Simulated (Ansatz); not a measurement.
**Worked example: correlation energy of AlS⁺, triplet**

Geometry: that of the AlS, doublet, kept fixed.

| atom | x (Å) | y (Å) | z (Å) |
| --- | --- | --- | --- |
| Al | 0.0000 | 0.0000 | 0.0000 |
| S | 0.0000 | 0.0000 | 2.0316 |

Basis 6-31G; Ansatz 0.2.0. Only valence electrons are correlated (noble-gas cores frozen), which leaves 8 electrons in 16 orbitals. Prefix R: restricted or restricted open-shell reference; prefix U: unrestricted.

Full CI is exact within this basis and frozen core; it isn't the basis-set limit. The frozen core follows each run's orbitals, which can shift R against U totals by a few meV.

UCCSD has a T1 diagnostic of 0.030 and a largest doubles amplitude of 0.05.

Runs differ by some tens of microhartree through their thresholds and, for an open shell, their frozen cores, so the step to full CI, which has another core, is uncertain by up to 0.1 kcal/mol.

```csv
level,total energy (hartree)
UHF,-639.083290
UMP2,-639.131560
UCCSD,-639.145958
UCCSD(T),-639.148251
UCCSDT,-639.148986
UCCSDT(Q),-639.149002
UCCSDTQ,-639.148930
full CI,-639.148892
```

Task: What is the correlation energy at full CI, and what share of it do UMP2 and UCCSD recover?

Result: E(corr) = -639.148892 − (-639.083290) = -0.065602 hartree = -1.785 eV. UMP2: -0.048270 / -0.065602 = 73.58 %. UCCSD: -0.062668 / -0.065602 = 95.53 %.

Task: By how many kcal/mol does UCCSD(T) miss full CI (1 hartree = 627.509 kcal/mol), and which steps make up the rest?

Result: -639.148251 − (-639.148892) = 0.000641 hartree = 0.40 kcal/mol. Steps: UCCSDT − UCCSD(T) = -0.46, UCCSDT(Q) − UCCSDT = -0.01, UCCSDTQ − UCCSDT(Q) = 0.05, full CI − UCCSDTQ = 0.02 kcal/mol. That is within 1 kcal/mol of the reference in this basis, which itself misses far more of the correlation at the basis-set limit.
